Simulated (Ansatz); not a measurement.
Species: Cl, SMILES `[Cl]` (charge 0, multiplicity 2), formula Cl.

Q: How many basis functions does frozen-core CCSD(T)/def2-TZVPP (Ansatz, an electronic-structure program) use, how many core orbitals are frozen, and how many electrons are correlated?

A: 42 basis functions and 5 frozen orbitals, which leaves 7 correlated electrons. Core time is of the order of seconds.
